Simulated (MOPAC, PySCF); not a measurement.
F4Si, SMILES `F[Si](F)(F)F`, neutral singlet in the gas phase. 

Cartesian coordinates (Å):
SMILES: F[Si](F)(F)F
```xyz
5

F      1.5086    -0.2621    -0.3172
Si     0.0000     0.0000     0.0000
F     -0.2164     1.5228     0.2820
F     -0.8727    -0.4327    -1.2233
F     -0.4195    -0.8279     1.2585
```
Charge 0, multiplicity 1.

All levels are single points at this geometry (r2SCAN-D4/def2-TZVP); Pople sets use spherical d functions. Orbital energies aren't observables, and empty levels follow the basis.

| level | HOMO (eV) | LUMO (eV) | gap (eV) | dipole (D) | vertical IE, Delta-SCF (eV) |
|---|---|---|---|---|---|
| PBE-D3(BJ)/def2-TZVP in PySCF | -10.59 | -0.55 | 10.03 | 0.00 | – |
| r2SCAN-D4/def2-TZVP in PySCF | -11.15 | 0.08 | 11.23 | 0.00 | – |
| B3LYP/3-21G in PySCF | -11.52 | 0.31 | 11.82 | 0.00 | – |
| B3LYP/6-311+G** in PySCF | -12.64 | -0.92 | 11.73 | 0.00 | – |
| B3LYP/6-31G* in PySCF | -11.92 | 0.42 | 12.34 | 0.00 | 14.96 |
| M06-2X/6-31G* in PySCF | -14.51 | 1.72 | 16.22 | 0.00 | – |
| PBE/6-31G* in PySCF | -10.02 | -0.24 | 9.78 | 0.00 | – |
| SVWN5/6-31G* in PySCF | -10.25 | -0.50 | 9.74 | 0.00 | – |
| HF/3-21G in PySCF | -18.20 | 4.70 | 22.89 | 0.00 | – |
| HF/6-31G* in PySCF | -18.30 | 4.45 | 22.74 | 0.00 | 16.86 |
| HF/STO-3G in PySCF | -12.03 | 12.09 | 24.11 | 0.00 | – |
| AM1 in MOPAC | -14.82 | 2.04 | 16.86 | 0.00 | – |
| PM3 in MOPAC | -15.22 | 1.02 | 16.24 | 0.00 | – |
